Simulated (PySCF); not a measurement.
**How methods differ on the ionisation energy of N**

N [He] 2s2 2p3 (4S) → N⁺ [He] 2s2 2p2 (3P), as a difference of total energies. Computed with PySCF 2.14 in x2c-TZVPPall with one added diffuse shell each of s, p, d type (6s4p3d1f, 40 functions), with the spin-free X2C one-electron Hamiltonian (Gaussian nucleus). Correlated levels: valence and next inner shell: nothing frozen. The calculations carry no spin-orbit coupling.

```json
{"method": "UHF", "ionisation energy (eV)": "13.891", "plus first-order spin-orbit estimate": "13.880", "error of that sum (eV)": "-0.654"}
{"method": "MP2 (valence and next inner shell)", "ionisation energy (eV)": "14.578", "plus first-order spin-orbit estimate": "14.566", "error of that sum (eV)": "+0.032"}
{"method": "SCS-MP2 (valence and next inner shell)", "ionisation energy (eV)": "14.320", "plus first-order spin-orbit estimate": "14.308", "error of that sum (eV)": "-0.226"}
{"method": "CCSD (valence and next inner shell)", "ionisation energy (eV)": "14.443", "plus first-order spin-orbit estimate": "14.431", "error of that sum (eV)": "-0.103"}
{"method": "CCSD(T) (valence and next inner shell)", "ionisation energy (eV)": "14.464", "plus first-order spin-orbit estimate": "14.452", "error of that sum (eV)": "-0.082"}
```

Reference: 14.534 eV (measured; NIST Atomic Spectra Database, ionization energies).

A first-order spin-orbit estimate (lowest level to lowest level, LS coupling) adds -0.012 eV.

Errors of the correlated levels include the incompleteness of this basis.
